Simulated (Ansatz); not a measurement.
**SiPH3+ (doublet): the correlation ladder, cc-pVDZ**

Aim: climb from Hartree-Fock through coupled cluster for SiPH3+ (doublet) at one geometry and basis, and see what each rung misses.

Computed with Ansatz 0.2.0, Gaussian basis. Level: cc-pVDZ, core rule «outside noble gas», up to 10 orbitals frozen.

The runs, in order: UHF; CCSD(T) on ROHF; CCSD(T) on UHF; BCCD(T) on ROHF; CISD as a restricted active space (open shells left free, so some higher excitations enter); CCSDT(Q) on ROHF; CCSDT(Q) on UHF.

30 further runs of the same task are left out: 2 for a known fault of the program, 11 that didn't finish, 17 set aside as unsound or not needed. Runs told in other sessions of the task aren't counted.

## (1) The geometry

The geometry is a PBE0/def2-TZVP stationary point (not a proven minimum) of the parent state, kept for this charge and spin.

5 atoms, charge 1, spin multiplicity 2.

Atoms are counted from 1 here; the program's logs count them from 0.

Bond lengths: Si1–P2 2.245 Å, Si1–H3 1.489 Å, Si1–H4 1.489 Å, Si1–H5 1.489 Å. Angles: P2–Si1–H3 110.2°, P2–Si1–H4 110.2°, P2–Si1–H5 110.2°, H3–Si1–H4 108.7°, H3–Si1–H5 108.7°, H4–Si1–H5 108.7°.

## (2) UHF

in.yaml reads:

```yaml
crystal:
  periodic: [false, false, false]
  atoms:
    - {symbol: Si, position_ang: [-1.095022, -0.008048, 0.002339]}
    - {symbol: P, position_ang: [1.149978, 0.008452, -0.002457]}
    - {symbol: H, position_ang: [-1.619119, 1.385319, 0.005761]}
    - {symbol: H, position_ang: [-1.601124, -0.712390, 1.212266]}
    - {symbol: H, position_ang: [-1.606323, -0.708402, -1.207717]}
basis:
  gaussian: {orbitals: cc-pVDZ}
total_charge: 1
magnetization: {spin_polarized: true, initial_magnetization: 1}
hamiltonian: {xc: hf}
output: {orbitals: {seedname: orbitals}}
```

Command:

```console
$ ansatz run in.yaml --threads 1 --pin off --events-out ev --progress --plain --max-ram 2393MiB
```

After this run come: CCSD(T) on ROHF; CCSD(T) on UHF; BCCD(T) on ROHF; CISD as a restricted active space (open shells left free, so some higher excitations enter); CCSDT(Q) on ROHF; CCSDT(Q) on UHF.

Before running them: what should the planned runs give, taken together? Wanted: UCCSDT(Q) from the RHF energy; RMP2 from UCCSDT(Q); UMP2 from UCCSDT(Q); RCCSD from UCCSDT(Q); RCCSD(T) from UCCSDT(Q); UCCSD(T) from UCCSDT(Q); RCCSDT(Q) from UCCSDT(Q); T1 diagnostic.

The runs gave:

| quantity | value |
| --- | --- |
| UCCSDT(Q) from the ROHF energy | -6.2157 eV |
| RMP2 from UCCSDT(Q) | +34.67 kcal/mol |
| UMP2 from UCCSDT(Q) | +34.88 kcal/mol |
| RCCSD from UCCSDT(Q) | +4.97 kcal/mol |
| RCCSD(T) from UCCSDT(Q) | +1.19 kcal/mol |
| UCCSD(T) from UCCSDT(Q) | +1.19 kcal/mol |
| RCCSDT(Q) from UCCSDT(Q) | +0.03 kcal/mol |
| levels within 1 kcal/mol (43 meV) | RCCSDT, UCCSDT, RCCSDT(Q) |
| T1 diagnostic | 0.027 |

RCCSD(T) lands +1.19 kcal/mol from the yardstick (0.8 % of the correlation energy). Coupled cluster took another determinant than the lowest Hartree-Fock one. These misses are within one basis, not against nature; the frozen cores of restricted and unrestricted runs differ, which can shift their rows.

With open shells the CI space here admits some higher excitations, so it is larger than plain CISD.
